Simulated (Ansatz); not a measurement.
TlHgInS3 (C2/c, No. 15; cell taken from a computed entry) was calculated with PBEsol (plane waves, PAW; Ansatz, a program for electronic structure).

Numerical settings: plane-wave cutoff 520 eV, 10×10×2 k mesh (along the axes of the cell as run), Fermi–Dirac smearing 0.01 eV, scalar-relativistic PAW data made under PBE.

Cell (relaxed with PBEsol):

```yaml
crystal:
  lattice:
    - [6.89779, -1.96153, 0.02802]
    - [6.89779, 1.96153, 0.02802]
    - [-5.09269, 0.00000, 20.71463]
  atoms:
    - { symbol: Tl, position: [0.88576, 0.12329, 0.92276] }
    - { symbol: Tl, position: [0.11424, 0.87671, 0.07724] }
    - { symbol: Tl, position: [0.87671, 0.11424, 0.57724] }
    - { symbol: Tl, position: [0.12329, 0.88576, 0.42276] }
    - { symbol: In, position: [0.17378, 0.31249, 0.82506] }
    - { symbol: In, position: [0.82622, 0.68751, 0.17494] }
    - { symbol: In, position: [0.68751, 0.82622, 0.67494] }
    - { symbol: In, position: [0.31249, 0.17378, 0.32506] }
    - { symbol: Hg, position: [0.42227, 0.57773, 0.75000] }
    - { symbol: Hg, position: [0.57773, 0.42227, 0.25000] }
    - { symbol: Hg, position: [0.50000, 0.00000, 0.00000] }
    - { symbol: Hg, position: [0.00000, 0.50000, 0.50000] }
    - { symbol: S, position: [0.55257, 0.69322, 0.84889] }
    - { symbol: S, position: [0.44743, 0.30678, 0.15111] }
    - { symbol: S, position: [0.30678, 0.44743, 0.65111] }
    - { symbol: S, position: [0.69322, 0.55257, 0.34889] }
    - { symbol: S, position: [0.78653, 0.92071, 0.79638] }
    - { symbol: S, position: [0.21347, 0.07929, 0.20362] }
    - { symbol: S, position: [0.07929, 0.21347, 0.70362] }
    - { symbol: S, position: [0.92071, 0.78653, 0.29638] }
    - { symbol: S, position: [0.24087, 0.43997, 0.94430] }
    - { symbol: S, position: [0.75913, 0.56003, 0.05570] }
    - { symbol: S, position: [0.56003, 0.75913, 0.55570] }
    - { symbol: S, position: [0.43997, 0.24087, 0.44430] }
```

Question: Predict the band gap, smallest direct gap on the k points sampled and direct gap at Γ.

Answer: 
- band gap: 1.28 eV
- smallest direct gap on the k points sampled: 1.35 eV
- direct gap at Γ: 1.75 eV

Spin–orbit coupling is not included; with these elements it can move the gap by several tenths of an eV or more.
